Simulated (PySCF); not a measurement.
Molecule: CCl3CH2OH (TCE), C2H3Cl3O.

Geometry:
```csv
atom,x (Å),y (Å),z (Å)
O1,-1.350,-0.909,-0.285
C2,-0.709,0.250,0.099
C3,0.812,0.091,0.195
Cl4,1.432,-0.374,-1.422
Cl5,1.522,1.643,0.674
Cl6,1.244,-1.165,1.361
H7,-0.997,-1.174,-1.144
H8,-1.067,0.530,1.101
H9,-0.887,1.108,-0.579
```

Geometry PBE0-D3(BJ)/def2-SVP throughout; GIAO in PySCF 2.14.0 with density-fitted response routines, gas phase, one conformer, non-relativistic; equivalent atoms averaged; basis pcSseg-2.

(1) How do the shifts δ (against H2O, TMS, HCl at the same level) depend on the functional? (ppm; last column core-seconds on shared hosts with different chips, so compare them loosely)

(2) Which nucleus moves most, in ppm?

Answers

(1) 
```csv
functional,kind,O1,C3,C2,Cl4/Cl5/Cl6,H8/H9,H7,core-s
HF,Hartree–Fock,16.2,105.2,72.7,325.3,3.53,2.17,23
LDA,LDA,60.7,140.6,87.5,487.8,4.04,1.90,48
PBE,GGA,57.8,136.2,85.2,449.9,3.99,1.82,55
BLYP,GGA,59.0,139.7,86.2,459.8,3.99,1.88,50
BP86,GGA,56.5,136.9,85.2,452.0,3.99,1.82,65
OPBE,GGA,52.5,129.3,81.1,410.9,4.00,1.86,56
KT2,GGA,58.9,131.9,84.4,439.6,3.94,1.89,75
KT3,GGA,56.0,130.4,82.3,418.1,3.95,1.93,72
B97-D,GGA,54.1,135.4,83.6,435.6,3.99,1.93,72
B3LYP,global hybrid,46.9,132.7,83.5,430.7,3.86,1.89,55
PBE0,global hybrid,43.0,127.8,81.8,412.9,3.82,1.84,58
mPW1PW91,global hybrid,42.5,128.3,81.7,412.4,3.83,1.84,35
WP04,global hybrid,43.5,141.0,82.5,423.4,3.82,2.16,30
B97-2,global hybrid,42.9,127.8,81.0,405.9,3.84,1.87,31
BHandHLYP,global hybrid,33.6,122.3,79.5,391.4,3.71,1.98,30
CAM-B3LYP,range-separated hybrid,40.1,126.5,82.4,419.5,3.81,1.86,41
wB97X-D,range-separated hybrid,38.0,125.9,81.6,408.9,3.78,1.80,41
LC-wPBE,range-separated hybrid,31.4,118.4,80.1,389.1,3.75,1.72,45
```

(2) Cl4/Cl5/Cl6 (chlorine bonded to C): from 325.3 ppm with HF to 487.8 ppm with LDA. The smallest spread is 0.46 ppm, at H7. Proton shifts span only some 12 ppm, so a few tenths of a ppm matter as much there as several ppm in carbon.
